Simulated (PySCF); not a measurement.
## Working out the electron affinity of P

P⁻ [Ne] 3s2 3p4 (3P) → P [Ne] 3s2 3p3 (4S). Computed with PySCF 2.14 in x2c-QZVPPall with one added diffuse shell each of s, p, d, f type (10s7p5d3f1g, 86 functions), with scalar relativity by spin-free X2C-1e. Frozen: 1s2. Energies in hartree (1 hartree = 27.21139 eV):

| part | P⁻ (lower) | P (upper) |
| --- | --- | --- |
| UHF | -341.524621 | -341.536987 |
| MP2 opposite-spin | -0.223739 | -0.196617 |
| MP2 same-spin | -0.084894 | -0.081364 |

What does Hartree-Fock give?

(-341.536987) − (-341.524621) = -0.012366 hartree = -0.336 eV.

What do MP2 and SCS-MP2 (6/5 opposite-spin, 1/3 same-spin) give?

The opposite-spin parts differ by 0.738 eV and the same-spin parts by 0.096 eV. MP2: -0.336 + (0.738) + (0.096) = 0.498 eV. SCS-MP2: -0.336 + 1.2 × (0.738) + (0.096)/3 = 0.582 eV.

A first-order spin-orbit estimate adds 0.012 eV to MP2 (valence and next inner shell), giving 0.510 eV against 0.747 eV (measured; photodetachment measurements, as compiled on the Wikipedia data page of electron affinities).

What remains against the reference includes basis incompleteness, the frozen core and correlation beyond second order.
